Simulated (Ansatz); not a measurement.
# doublet BN+ at 6 levels

Aim: a comparison of 6 runs (UHF/6-31G, UB3LYP/3-21G, UBHLYP/3-21G, UPBE/6-31G, RPA@PBE/6-31G, UCCSD(T)/6-31G) of doublet BN+. 

The results are computed with Ansatz 0.2.0.

66 further runs of the same task are left out: 66 set aside as unsound or not needed.

**1. The structure to begin with**

BN+: 2 atoms, total charge +1, spin state doublet. As SMILES of the parent species, `B#N`. The coordinates come from a GFN2-xTB relaxation. That shape belongs to the parent species and isn't relaxed for this state.

Bond lengths: B1–N2 1.268 Å.

**2. The energy at UHF/6-31G (run 1)**

molecule.yaml

```yaml
basis:
  gaussian:
    orbitals: 6-31G
crystal:
  periodic: [false, false, false]
  atoms:
    - {symbol: B, position_ang: [0.000000, 0.000000, 0.000000]}
    - {symbol: "N", position_ang: [0.000000, 0.000000, 1.268430]}
total_charge: 1
magnetization:
  spin_polarized: true
  initial_magnetization: 1
hamiltonian:
  xc: hf
accuracy: high
```

The run is started by

```
$ ansatz run molecule.yaml --threads 1 --pin off --max-ram 2610MiB --events-out events.jsonl --progress --plain --runs-dir runs
```

Output:

```text
Warning: RAYON_NUM_THREADS=1 ignored (pool sized by the plan → 1); use --threads N
Functional definition: HF
  name "HF"
  exchange = exact_x
  correlation = 0
417 factors; integrals over basis functions are off by at most 3.1e-9 eV
mean field evaluation 1: about -2128.3170 eV, gradient 3.5e1 eV
mean field evaluation 2: about -2128.3226 eV, gradient 3.5e1 eV
mean field evaluation 4: about -2135.4831 eV, gradient 2.9e0 eV
mean field evaluation 8: about -2135.7416 eV, gradient 1.2e0 eV
mean field evaluation 16: about -2137.8076 eV, gradient 2.9e-2 eV
mean field evaluation 32: about -2137.8076 eV, gradient 5.2e-6 eV
mean field evaluation 64: about -2135.7200 eV, gradient 1.0e0 eV
mean field evaluation 96: about -2135.8428 eV, gradient 5.8e-1 eV
mean field evaluation 128: about -2135.7423 eV, gradient 1.2e0 eV
mean field evaluation 160: about -2135.6569 eV, gradient 2.5e-4 eV
mean field evaluation 192: about -2136.0811 eV, gradient 1.5e0 eV
mean field -2137.80757725 eV, -78.5629794058 hartree, gradient 2.1e-8 eV, S^2 1.879083; 8 other end points of the search recorded, 0 dependent functions left out
reference -2137.80757725 eV, -78.5629794058 hartree; 6, 5 occupied and 12, 13 virtual orbitals, 417 factors
Total energy: -2137.80757725 eV, -78.5629794058 hartree
```

Wall time 0.14 s (1 thread of AMD EPYC 9R45 (Zen 5), shared host).

**3. A single-point energy at UB3LYP/3-21G (run 2)**

run.yaml

```yaml
crystal:
  periodic: [false, false, false]
  atoms:
    - {symbol: B, position_ang: [0.000000, 0.000000, 0.000000]}
    - {symbol: "N", position_ang: [0.000000, 0.000000, 1.268430]}
basis:
  gaussian:
    orbitals: 3-21G.json
hamiltonian:
  xc: {name: B3LYP}
total_charge: 1
accuracy: high
magnetization:
  spin_polarized: true
  initial_magnetization: 1
```

The basis set 3-21G is read from a file made from the Basis Set Exchange's data (not shown).

The run is started by

```
$ ansatz run run.yaml --threads 1 --pin off --max-ram 2610MiB --events-out events.jsonl --progress --plain --runs-dir runs
```

Output:

```text
Warning: RAYON_NUM_THREADS=1 ignored (pool sized by the plan → 1); use --threads N
Functional definition: B3LYP
  name "B3LYP"
  parameter a0 = 0.2
  parameter ax = 0.72
  parameter ac = 0.81
  exchange = (1 - a0 - ax)*slater_x + ax*b88_x + a0*exact_x
  correlation = (1 - ac)*vwn_rpa_c + ac*lyp_c
392 factors; integrals over basis functions are off by at most 3.0e-9 eV
mean field evaluation 1: about -2119.8645 eV, gradient 5.8e1 eV
mean field evaluation 2: about -2024.9433 eV, gradient 1.1e2 eV
mean field evaluation 4: about -2136.3815 eV, gradient 1.5e0 eV
mean field evaluation 8: about -2136.4195 eV, gradient 5.9e-1 eV
mean field evaluation 16: about -2136.5830 eV, gradient 6.6e-3 eV
mean field evaluation 32: about -2135.0010 eV, gradient 7.9e0 eV
mean field evaluation 64: about -2136.5830 eV, gradient 7.2e-8 eV
mean field -2136.58300092 eV, -78.5179770559 hartree, gradient 7.2e-8 eV, S^2 1.240733; 5 other end points of the search recorded, 0 dependent functions left out
reference -2136.58302367 eV, -78.5179778920 hartree; 6, 5 occupied and 12, 13 virtual orbitals, 392 factors
Total energy: -2136.58302367 eV, -78.5179778920 hartree
```

Wall time 0.82 s (1 thread of AMD EPYC 9R45 (Zen 5), shared host).

Run 3 isn't shown in full; the table further down has it.

**4. A single-point energy at UPBE/6-31G (run 4)**

job.yaml

```yaml
crystal:
  periodic: [false, false, false]
  atoms:
    - {symbol: B, position_ang: [0.000000, 0.000000, 0.000000]}
    - {symbol: "N", position_ang: [0.000000, 0.000000, 1.268430]}
basis:
  gaussian: {orbitals: 6-31G}
total_charge: 1
magnetization: {spin_polarized: true, initial_magnetization: 1}
hamiltonian: {xc: pbe}
accuracy: high
```

The run is started by

```
$ ansatz run job.yaml --threads 1 --pin off --max-ram 2610MiB --events-out events.jsonl --progress --plain --runs-dir runs
```

Output:

```text
Warning: RAYON_NUM_THREADS=1 ignored (pool sized by the plan → 1); use --threads N
Functional definition: PBE
  name "PBE"
  parameter kappa = 0.804
  parameter beta = 0.06672455060314922
  exchange = pbe_x(kappa = kappa, mu = beta*pi^2/3)
  correlation = pbe_c(beta = beta)
417 factors; integrals over basis functions are off by at most 3.1e-9 eV
mean field evaluation 1: about -2123.1685 eV, gradient 6.3e1 eV
mean field evaluation 2: about -2011.8226 eV, gradient 1.1e2 eV
mean field evaluation 4: about -2144.5460 eV, gradient 1.1e1 eV
mean field evaluation 8: about -2145.2347 eV, gradient 1.6e0 eV
mean field evaluation 16: about -2145.3140 eV, gradient 6.5e-3 eV
mean field evaluation 32: about -2143.1110 eV, gradient 1.8e-2 eV
mean field evaluation 64: about -2145.0888 eV, gradient 1.2e0 eV
mean field evaluation 96: about -2145.2892 eV, gradient 1.5e0 eV
mean field evaluation 128: about -2143.9496 eV, gradient 2.7e-1 eV
mean field evaluation 160: about -2145.3140 eV, gradient 2.3e-8 eV
mean field -2145.31397146 eV, -78.8388343050 hartree, gradient 2.3e-8 eV, S^2 1.087539; 16 other end points of the search recorded, 0 dependent functions left out
reference -2145.31397323 eV, -78.8388343703 hartree; 6, 5 occupied and 12, 13 virtual orbitals, 417 factors
Total energy: -2145.31397323 eV, -78.8388343703 hartree
```

Wall time 1.5 s (1 thread of AMD EPYC 9R45 (Zen 5), shared host).

Run 5 isn't shown in full; the table further down has it.

**5. A single-point energy at UCCSD(T)/6-31G (run 6)**

input.yaml

```yaml
crystal:
  periodic: [false, false, false]
  atoms:
    - {symbol: B, position_ang: [0.000000, 0.000000, 0.000000]}
    - {symbol: "N", position_ang: [0.000000, 0.000000, 1.268430]}
basis:
  gaussian: {orbitals: 6-31G}
total_charge: 1
magnetization: {spin_polarized: true, initial_magnetization: 1}
correlation: {method: ccsd_t, frozen_orbitals: {B: 1, "N": 1}}
accuracy: high
scf: {omitted_lower_state_checks: [cluster_reference, increment]}
```

The run is started by

```
$ ansatz run input.yaml --threads 1 --pin off --max-ram 2610MiB --events-out events.jsonl --progress --plain --runs-dir runs
```

Output:

```text
Warning: RAYON_NUM_THREADS=1 ignored (pool sized by the plan → 1); use --threads N
[... 18 lines left out ...]
2 core orbitals not correlated: weight in the atoms' cores, before any rotation towards them, 1.000 or more for the frozen orbitals, at most 0.000 for the correlated occupied ones
[... 44 lines left out ...]
Total energy: -2140.76910013 eV, -78.6718133642 hartree
Checks for a lower state left out: cluster_reference, increment
```

Wall time 0.32 s (1 thread of AMD EPYC 9R45 (Zen 5), shared host).

**6. The series**

```tsv
run	level	frozen core orbitals	energy (Eh)	⟨S²⟩	wall time
1	UHF/6-31G	–	-78.562979	1.879	0.14 s
2	UB3LYP/3-21G	–	-78.517978	1.241	0.82 s
3	UBHLYP/3-21G	–	-78.480711	1.627	1.1 s
4	UPBE/6-31G	–	-78.838834	1.088	1.5 s
5	RPA@PBE/6-31G	2	-78.747530	1.088	1.9 s
6	UCCSD(T)/6-31G	2	-78.671813	1.879	0.32 s
```

**7. What came out**

```
                                          quantity         value
                               run 6: total energy  -78.67181 Eh
run 6: correlation energy (2 core orbitals frozen)    -108.8 mEh
                             run 6: (T) correction     -4.19 mEh
          run 6: ⟨S²⟩ of the reference determinant         1.879
                              run 6: T1 diagnostic         0.109
```

In words: Totals of different functionals can't be ranked against each other. Spin contamination of the reference: run 1 ⟨S²⟩ = 1.88, run 6 ⟨S²⟩ = 1.88, run 3 ⟨S²⟩ = 1.63, run 2 ⟨S²⟩ = 1.24, run 4 ⟨S²⟩ = 1.09, run 5 ⟨S²⟩ = 1.09. Where it is this large, the reference is a mixture of spin states, and values that rest on it are in doubt. All runs together took 5.7 s, the longest 1.9 s.
